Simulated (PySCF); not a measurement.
Basis-set dependence of population analyses: `C[PH](C)=S`

Compound: C2H7PS.
Bonds: C1–P2, P2–C3, P2–S4 (double). Hydrogens: H5, H6, H7 on C1; H8 on P2; H9, H10, H11 on C3.

PBE0 throughout (PySCF), one geometry, spherical d and f functions. Geometry: PBE0-D3(BJ)/def2-SVP; no solvent, vibrations or thermal averaging. Atoms taken as equivalent share a column and are averaged.

Mulliken charges (e):

```json
{"basis": "pcSseg-0", "functions": "58", "C1/C3": "-0.995", "P2": "+0.482", "S4": "-0.357", "H5 (×6)": "+0.284", "H8": "+0.164"}
{"basis": "cc-pVDZ", "functions": "99", "C1/C3": "-0.211", "P2": "+0.275", "S4": "-0.398", "H5 (×6)": "+0.086", "H8": "+0.027"}
{"basis": "aug-cc-pVDZ", "functions": "163", "C1/C3": "+0.382", "P2": "+0.333", "S4": "-0.603", "H5 (×6)": "-0.151", "H8": "+0.413"}
{"basis": "cc-pVTZ", "functions": "226", "C1/C3": "-0.325", "P2": "+0.340", "S4": "-0.435", "H5 (×6)": "+0.120", "H8": "+0.025"}
{"basis": "IGLO-III", "functions": "228", "C1/C3": "-0.545", "P2": "+0.735", "S4": "-0.410", "H5 (×6)": "+0.146", "H8": "-0.109"}
```

IAO charges (e):

```json
{"basis": "pcSseg-0", "functions": "58", "C1/C3": "-0.640", "P2": "+0.785", "S4": "-0.554", "H5 (×6)": "+0.176", "H8": "-0.009"}
{"basis": "cc-pVDZ", "functions": "99", "C1/C3": "-0.650", "P2": "+0.977", "S4": "-0.613", "H5 (×6)": "+0.167", "H8": "-0.064"}
{"basis": "aug-cc-pVDZ", "functions": "163", "C1/C3": "-0.659", "P2": "+0.983", "S4": "-0.630", "H5 (×6)": "+0.171", "H8": "-0.059"}
{"basis": "cc-pVTZ", "functions": "226", "C1/C3": "-0.673", "P2": "+1.010", "S4": "-0.628", "H5 (×6)": "+0.172", "H8": "-0.068"}
{"basis": "IGLO-III", "functions": "228", "C1/C3": "-0.676", "P2": "+1.021", "S4": "-0.621", "H5 (×6)": "+0.171", "H8": "-0.074"}
```

Hirshfeld charges (e):

```tsv
basis	functions	C1/C3	P2	S4	H5 (×6)	H8
pcSseg-0	58	-0.144	+0.376	-0.376	+0.049	-0.005
cc-pVDZ	99	-0.147	+0.325	-0.355	+0.055	-0.006
aug-cc-pVDZ	163	-0.163	+0.312	-0.335	+0.058	0.000
cc-pVTZ	226	-0.157	+0.308	-0.341	+0.058	-0.002
IGLO-III	228	-0.163	+0.310	-0.319	+0.056	0.000
```

Some averages cover members that differ in this geometry, most widely: H5 (×6), Mulliken in aug-cc-pVDZ -0.180 to -0.103; H5 (×6), Mulliken in IGLO-III +0.119 to +0.166; H5 (×6), Mulliken in cc-pVDZ +0.071 to +0.097 e.

Question: Which scheme is steadiest as the basis changes?

Answer: Largest range over the bases for any column: Hirshfeld 0.07 e, IAO 0.24 e, Mulliken 1.38 e. Hirshfeld charges move least and Mulliken charges most, counted in e.

Question: How much do the charges still move between the two largest bases, cc-pVTZ and IGLO-III?

Answer: At most, over all atoms: Mulliken 0.395 e, IAO 0.011 e, Hirshfeld 0.023 e.

Question: What do the same runs give for the total energy, the frontier levels and the dipole moment?

Answer: 
```csv
basis,energy (Eh),HOMO (eV),LUMO (eV),μ (D)
pcSseg-0,-818.5323,-6.39,0.82,4.98
cc-pVDZ,-819.6279,-6.27,0.94,4.64
aug-cc-pVDZ,-819.6391,-6.47,-0.40,4.74
cc-pVTZ,-819.6937,-6.45,0.53,4.60
IGLO-III,-819.6868,-6.38,0.29,4.26
```

The dipole is fixed by the density alone, so its range of 0.72 D shows that the density itself changes with the basis, not only its division among atoms.
